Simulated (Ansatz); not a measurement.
Elements on the sites of an ideal fcc lattice, at a guessed lattice constant:

```yaml
crystal:
  lattice:
    - [-4.05294, 4.05294, -4.05294]
    - [4.05294, 4.05294, 4.05294]
    - [4.05294, -4.05294, -4.05294]
  atoms:
    - { symbol: Al, position: [0.25000, 0.00000, 0.75000] }
    - { symbol: Al, position: [0.50000, 0.00000, 0.50000] }
    - { symbol: Al, position: [0.75000, 0.50000, 0.75000] }
    - { symbol: Al, position: [0.50000, 0.75000, 0.75000] }
    - { symbol: Al, position: [0.00000, 0.50000, 0.50000] }
    - { symbol: Al, position: [0.50000, 0.25000, 0.25000] }
    - { symbol: Al, position: [0.75000, 0.75000, 0.50000] }
    - { symbol: Al, position: [0.00000, 0.00000, 0.00000] }
    - { symbol: Al, position: [0.25000, 0.50000, 0.25000] }
    - { symbol: Al, position: [0.00000, 0.75000, 0.25000] }
    - { symbol: Al, position: [0.50000, 0.50000, 0.00000] }
    - { symbol: Ti, position: [0.00000, 0.25000, 0.75000] }
    - { symbol: Ti, position: [0.25000, 0.25000, 0.50000] }
    - { symbol: Ti, position: [0.75000, 0.25000, 0.00000] }
    - { symbol: Ti, position: [0.25000, 0.75000, 0.00000] }
    - { symbol: Zn, position: [0.75000, 0.00000, 0.25000] }
```

Cell and atoms were relaxed without symmetry on coarser meshes and computed once more. Theory: DFT PBEsol, scalar-relativistic, plane waves, PAW in Ansatz.

Settings: cutoff 420 eV, Γ-centred mesh 6×6×7 on the computed 16-atom cell, Gaussian smearing of 0.10 eV; no spin polarisation.

The relaxation ran on 2×2×2 (shifted) and then 4×4×4 k points with a smearing of 0.1 eV, from sites shaken by 0.02 Å.

**Question.** What does the relaxation give?

**Answer.** A volume of 15.67 Å³/atom and no gap on the mesh. It lies 0.27 eV/atom below the elements' standard states (static lattices, no corrections for gases). The atoms leave their sites by 0.06 Å (root mean square) and 0.12 Å at most, and the cell stretches by up to 2.3 % at fixed volume.

```xyz
16
Lattice="-3.9445 3.9762 -4.0681 3.8841 3.9061 4.0588 3.9452 -3.9671 -4.0594" Properties=species:S:1:pos:R:3 pbc="T T T"
Al    1.9963   -1.9940   -4.0617
Al   -0.0114    0.0293   -4.0800
Al    1.9258    1.9678   -4.1228
Al    3.9552    1.9686   -2.0530
Al    3.8858   -0.0602   -0.0715
Al   -0.0394    1.9626   -2.0532
Al    1.8821    3.8925   -2.0034
Al    0.0130    0.0219    0.0084
Al    1.9232    1.9371    0.0566
Al    3.9614    1.9639    2.0403
Al    3.9192   -0.0449   -4.0026
Ti   -0.1041    1.9050   -6.0982
Ti    1.9635    0.0628   -2.0750
Ti   -1.9257    3.9903   -2.0122
Ti    5.8745   -0.0848   -2.0278
Zn   -1.9612    2.0095   -4.0570
```

Cost: 2 runs of about 3.1 core-minutes in all (earlier runs that led there not counted), on Intel Xeon 6975P-C (Granite Rapids) (shared hosts).